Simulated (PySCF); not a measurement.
# SiO2: BP86 against PBE0

Base calculation in PySCF with density fitting and no spin–orbit coupling, BP86/def2-TZVP (no relativity): singlet, D∞h, Si–O 1.527 Å (×2); wavenumbers 274 (×2), 955, 1391 cm⁻¹; gap between the highest occupied and lowest empty levels 3.85 eV, polar-tensor charge of Si 1.01 e, atomisation energy (no zero-point energy) 1295 kJ/mol.

Problem. What changes on going to PBE0/def2-TZVP (no relativity)?

Solution. The point group stays the same. Changes: mean bond to Si -0.021 Å, highest wavenumber +80 cm⁻¹, lowest wavenumber +25 cm⁻¹, gap between the highest occupied and lowest empty levels +2.64 eV, polar-tensor charge of Si +0.14 e, atomisation energy (no zero-point energy) -106 kJ/mol. The new structure has Si–O 1.506 Å (×2), with wavenumbers 299 (×2), 1015, 1471 cm⁻¹.

The structures come from searches over a few start shapes, so lower isomers are not excluded.
